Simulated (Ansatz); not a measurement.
## How methods differ on BH2Cl (SMILES [H]B([H])Cl)

BH2Cl has 4 atoms, charge 0, and is taken as a singlet. SMILES: `[H]B([H])Cl`. The shape is that of a GFN2-xTB optimisation.

```xyz
4

B     0.0693    0.1144   -0.0004
H     1.2401    0.0707    0.0155
H    -0.5121    1.1316   -0.0190
Cl   -0.7973   -1.3167    0.0038
```

Each level gives the energy change with the B1–H3 bond stretched from 1.172 to 1.465 Å (eV). The values are calculated.

```
                      level                    kind  program  value (eV)  less FCI/STO-3G  CPU time (all runs)
     HF/STO-3G (restricted)            Hartree–Fock   Ansatz        1.13            +0.32               0.14 s
  SVWN5/STO-3G (restricted)                     LDA   Ansatz        0.86            +0.05               0.93 s
 r2SCAN/STO-3G (restricted)                meta-GGA   Ansatz        0.89            +0.08                3.6 s
  B3LYP/STO-3G (restricted)           global hybrid   Ansatz        0.89            +0.08                1.4 s
  HSE06/STO-3G (restricted)  range-separated hybrid   Ansatz        0.92            +0.11                1.8 s
  wB97X/STO-3G (restricted)  range-separated hybrid   Ansatz        0.93            +0.12                6.1 s
RPA@PBE/STO-3G (restricted)                     RPA   Ansatz        0.76            -0.05                2.1 s
    MP2/STO-3G (restricted)     perturbation theory   Ansatz        0.94            +0.13               0.16 s
 CCSDTQ/STO-3G (restricted)   coupled cluster or CI   Ansatz        0.81             0.00                  3 s
                 FCI/STO-3G      exact in the basis   Ansatz        0.81             0.00               0.61 s
```

FCI/STO-3G is exact within its basis and frozen core, so for wave-function methods in that basis the difference is their error; functionals converge differently with the basis, so for them it is only a difference. The first shape isn't each level's own minimum. The values span 0.76 to 1.13 eV. All rows use very small basis sets, so even the best lies far from the true value. Times are those of the runs behind each value, whatever else they computed, on shared processors of several kinds: orders of magnitude only.
